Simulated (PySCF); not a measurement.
C3H9P.
InChI=1S/C3H9P/c1-4(2)3/h1-3H3

Method: PBE0-D3(BJ)/def2-SVP geometry optimisation, gas phase (PySCF 2.14.0).

Take the most abundant isotopes and a rigid rotor. 

Task: Give the principal moments of inertia and the rotational constants in MHz.

Result: Ia = 87.68, Ib = 87.76, Ic = 136.60 u·Å²; 505379 MHz·u·Å²/I gives A = 5764, B = 5759, C = 3700 MHz.

Task: What kind of rotor is it?

Result: An oblate symmetric top, as the point group C3v requires two equal moments; the computed ones differ by 0.09 % because the geometry is symmetric only within the optimiser's tolerance. Ray's parameter κ = (2B − A − C)/(A − C) = 0.995; −1 is the prolate and +1 the oblate limit.

Task: What does the inertial defect say?

Result: Not planar: Δ = Ic − Ia − Ib = -38.84 u·Å². For a rigid frame Δ = −2 Σ m c², so Σ m c² = 19.42 u·Å² lies off the ab plane: 6.24 from hydrogen and 13.18 from heavier atoms. The atom farthest from that plane is 1.44 Å away.

Task: Give the other two planar moments, Paa and Pbb, and the rms extents of the mass along the axes.

Result: Paa = Σ m a² = (Ib + Ic − Ia)/2 = 68.34 and Pbb = Σ m b² = (Ia + Ic − Ib)/2 = 68.26 u·Å². With the mass M = 76.04 u, the rms extents √(P/M) along a, b and c are 0.95, 0.95, 0.51 Å.

Task: Where do the R-branch lines fall?

Result: The dipole of 1.23 D lies along the symmetry axis, so ΔK = 0 and J+1 ← J falls at 2B(J+1) for every K: 11.52 GHz, 23.05 GHz, 34.57 GHz, 46.09 GHz, 57.61 GHz for J = 0 to 4.

No frequency check. Constants of a rigid frame at the computed geometry: no zero-point averaging, no centrifugal distortion.

The run took 45 s on one thread of an Arm Neoverse N1, no GPU, shared host, and the process peaked at 0.44 GiB of memory. That covers the optimisation of the geometry.
